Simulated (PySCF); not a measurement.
System (SMILES): FOF.
Geometry (B3LYP-D3(BJ)/def2-TZVP, fixed):
```xyz
3

F      0.0392     1.1006    -0.2795
O     -0.0196     0.0082     0.5973
F     -0.0218    -1.1078    -0.2514
```
Charge 0, spin multiplicity 1.

Basis-set convergence of the isotropic shielding of O2 at PBE0 with PySCF. GIAO, no density fitting; atoms are numbered in the order shown. All functions are spherical. No added dispersion term, no relativity. Reference: the value in pcseg-3, -556.43 ppm, itself unsure by roughly 4.64 ppm (its distance from pcSseg-2). Deviations are taken from unrounded values. Cost is core time over that of pcseg-2, rough, on shared machines of one kind.

```
basis            functions  isotropic shielding of O2 (ppm)  minus reference (ppm)  cost
---------------  ---------  -------------------------------  ---------------------  ----
def2-SVPD               69                          -488.36                  68.07  0.5×
pcseg-2                 90                          -548.17                   8.26    1×
pcSseg-2               108                          -551.79                   4.64    1×
jun-cc-pV(T+d)Z        117                          -527.04                  29.38    2×
cc-pCVTZ               129                          -526.28                  30.15    2×
aug-cc-pVTZ            138                          -525.30                  31.13    3×
aug-pcseg-2            138                          -551.63                   4.80    3×
def2-QZVPP             171                          -544.60                  11.83    8×
pcseg-3                180                          -556.43                   0.00   10×
```
